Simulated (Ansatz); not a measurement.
Input file:

```yaml
crystal:
  periodic: [false, false, false]
  atoms:
    - {symbol: Al, position_ang: [0.000000, 0.000000, 1.314559]}
    - {symbol: O, position_ang: [0.000000, 0.000000, -2.275441]}
    - {symbol: H, position_ang: [0.000000, 1.386849, 2.074570]}
    - {symbol: H, position_ang: [0.000000, -1.386849, 2.074570]}
    - {symbol: H, position_ang: [0.000000, 0.000000, -3.219666]}
basis:
  gaussian: {orbitals: cc-pVDZ}
magnetization: {spin_polarized: false}
correlation: {method: ccsdt_q, electrons: outside_noble_gas}
```

```sh
$ ansatz run in.yaml --threads 1 --pin off --events-out ev --progress --plain --max-ram 2393MiB
```

Log:

```
803 factors; integrals over basis functions are off by at most 2.0e-7 eV
mean field evaluation 1: about -8656.3311 eV, gradient 4.7e1 eV
mean field evaluation 2: about -8656.3319 eV, gradient 4.7e1 eV
mean field evaluation 4: about -8658.8878 eV, gradient 3.0e1 eV
mean field evaluation 8: about -8660.9195 eV, gradient 2.2e-1 eV
mean field evaluation 16: about -8660.8643 eV, gradient 5.6e0 eV
mean field evaluation 32: about -8660.9479 eV, gradient 1.9e-2 eV
mean field evaluation 64: about -8660.9190 eV, gradient 1.0e-2 eV
mean field evaluation 96: about -8660.9468 eV, gradient 1.1e-1 eV
mean field evaluation 128: about -8653.2696 eV, gradient 7.2e-2 eV
mean field -8660.94794626 eV, -318.2839664238 hartree, gradient 2.6e-6 eV, S^2 0.000000; 8 other end points of the search recorded, 0 dependent functions left out; unrestricted orbitals would lower it
mean field evaluation 160: about -8664.5559 eV, gradient 1.8e-4 eV
...
determinant -8660.94794626 eV, -318.2839664238 hartree, with singles and doubles -8668.39825550 eV, -318.5577602382 hartree
determinant -8660.91904700 eV, -318.2829043954 hartree, with singles and doubles -8668.60512891 eV, -318.5653626957 hartree
determinant -8660.94794626 eV, -318.2839664238 hartree, with singles and doubles -8668.40512656 eV, -318.5580127450 hartree
determinant -8660.91904700 eV, -318.2829043954 hartree, with singles and doubles -8668.89675165 eV, -318.5760796339 hartree
unrestricted determinant -8664.55587229 eV, -318.4165552598 hartree, S^2 1.0076
6 core orbitals not correlated: weight in the atoms' cores, before any rotation towards them, 1.000 or more for the frozen orbitals, at most 0.000 for the correlated occupied ones
reference -8660.91904700 eV, -318.2829043954 hartree; 6, 6 occupied and 35, 35 virtual orbitals, 803 factors
second order -7.04810273 eV of doubles, -0.00000000 eV of singles
...
perturbative correction -0.10080698 eV, -0.0037045883 hartree
the amplitudes ended above the screening CCSD energy; trying again from the screening CCSD amplitudes
...
cycle  40  -8.77031565 eV  change    9.9e-8 eV  update   3.4e-6
cycle  41  -8.77031558 eV  change    6.9e-8 eV  update   1.5e-6
cycle  42  -8.77031590 eV  change   -3.1e-7 eV  update   1.6e-6
cycle  43  -8.77031599 eV  change   -9.2e-8 eV  update   1.3e-6
cycle  44  -8.77031610 eV  change   -1.1e-7 eV  update   1.8e-6
cycle  45  -8.77031620 eV  change   -9.7e-8 eV  update   1.5e-6
cycle  46  -8.77031620 eV  change   -4.4e-9 eV  update   1.5e-6
cycle  47  -8.77031639 eV  change   -1.8e-7 eV  update   8.8e-7
cycle  48  -8.77031646 eV  change   -7.6e-8 eV  update   8.5e-7
cycle  49  -8.77031654 eV  change   -8.2e-8 eV  update   7.0e-7
perturbative correction -11.42010640 eV, -0.4196811692 hartree
another start ended 1.156 eV higher
WARN: the results are in doubt because among natural orbitals the method converges to other amplitudes
Total energy: -8681.10946994 eV, -319.0248887529 hartree
In doubt: among natural orbitals the method converges to other amplitudes
```

The T1 diagnostic is 0.433, too large for the energy to be relied on.

Ran on 1 thread of Arm Neoverse V2, shared host: 35 s wall, 0.35 GiB peak host memory.
